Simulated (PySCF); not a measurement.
C3H4F2.
InChI=1S/C3H4F2/c1-2-3(4)5/h2-3H,1H2

Torsions of this conformer, `[CH2:1]=[CH:2][CH:3]([F:4])[F:5]`: C1–C2–C3–F4 7°.

The closed-shell ground state was solved at several levels (PySCF, density fitting, gas phase, non-relativistic). Isolated species at its PBE0-D3(BJ)/def2-SVP geometry (one conformer only).

```
        level  basis functions  total energy (Eh)  HOMO (eV)  LUMO (eV)  gap (eV)  dipole (D)
 PBE/pcSseg-2              236          -316.1754      -7.21      -1.63      5.58        1.98
  B3LYP/pcJ-1              175          -316.3934      -8.10      -0.68      7.42        2.09
PBE0/pcSseg-1              105          -316.0234      -8.36      -0.45      7.91        2.09
```

(1) What might CAM-B3LYP/def2-SVPD (138 basis functions) give for the same quantities?

(2) Over all these levels, which gives the widest orbital gap and which the narrowest?

(3) How far do the dipole and the HOMO energy spread over the levels?

Results:

(1) Total energy -316.0550 Eh, HOMO -9.79 eV, LUMO 0.53 eV, gap 10.32 eV, dipole 2.23 D.

(2) CAM-B3LYP/def2-SVPD (range-separated hybrid) has the widest, 10.32 eV, and PBE/pcSseg-2 (GGA) the narrowest, 5.58 eV. Functional and basis both differ between the two, so the spread mixes both effects.

(3) The dipole runs from 1.98 to 2.23 D (mean 2.10 D) and the HOMO from -9.79 to -7.21 eV.
